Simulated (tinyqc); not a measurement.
Worked calculation: extended Hueckel theory, for CH4+. The parameters take no account of the charge, which enters only through the electron count. One step of it, computed by the program tinyqc.

Question. Mulliken analysis. P = C n C^T; charge = valence electrons (C 4, H 1) minus the sum of (P S)_ii on the atom; overlap population = 2 sum P_ij S_ij between two atoms.

coefficients:
```
             MO1        MO2        MO3        MO4        MO5        MO6        MO7        MO8
1C 2s   0.590474   0.000000   0.000000   0.000000   0.000000   0.000000   0.000000   1.618847
1C 2px  0.000000   0.266399  -0.374782   0.319799  -0.765214  -0.764539   0.330856   0.000000
1C 2py  0.000000  -0.219301   0.235351   0.458496  -0.759141   0.454958  -0.704454   0.000000
1C 2pz  0.000000  -0.441181  -0.343293  -0.034803  -0.343060   0.698593   0.820863   0.000000
2H 1s   0.191408  -0.210928  -0.258373   0.397946   1.012290  -0.210875  -0.242453  -0.693295
3H 1s   0.191408   0.496102  -0.142823  -0.055608  -0.182674   1.039759  -0.116248  -0.693295
4H 1s   0.191408  -0.023829   0.510310   0.092864  -0.189258  -0.282372   1.006196  -0.693295
5H 1s   0.191408  -0.261346  -0.109115  -0.435201  -0.640358  -0.546512  -0.647495  -0.693295
```

occupations: 2.000000  1.666667  1.666667  1.666667  0.000000  0.000000  0.000000  0.000000

overlap S:
```
           1C 2s     1C 2px     1C 2py     1C 2pz     2H 1s      3H 1s      4H 1s      5H 1s
1C 2s   1.000000   0.000000   0.000000   0.000000  0.487786   0.487786   0.487786   0.487786
1C 2px  0.000000   1.000000   0.000000   0.000000  0.282115   0.282115  -0.282115  -0.282115
1C 2py  0.000000   0.000000   1.000000   0.000000  0.282115  -0.282115   0.282115  -0.282115
1C 2pz  0.000000   0.000000   0.000000   1.000000  0.282115  -0.282115  -0.282115   0.282115
2H 1s   0.487786   0.282115   0.282115   0.282115  1.000000   0.145008   0.145008   0.145008
3H 1s   0.487786   0.282115  -0.282115  -0.282115  0.145008   1.000000   0.145008   0.145008
4H 1s   0.487786  -0.282115   0.282115  -0.282115  0.145008   0.145008   1.000000   0.145008
5H 1s   0.487786  -0.282115  -0.282115   0.282115  0.145008   0.145008   0.145008   1.000000
```

Give: charges; Overlap populations.

Answer.

charges: 1C 0.346, 2H 0.164, 3H 0.164, 4H 0.164, 5H 0.164

Overlap populations:
```
pair      value
2-1    0.694206
3-1    0.694206
3-2   -0.022189
4-1    0.694206
4-2   -0.022189
4-3   -0.022189
5-1    0.694206
5-2   -0.022189
5-3   -0.022189
5-4   -0.022189
```
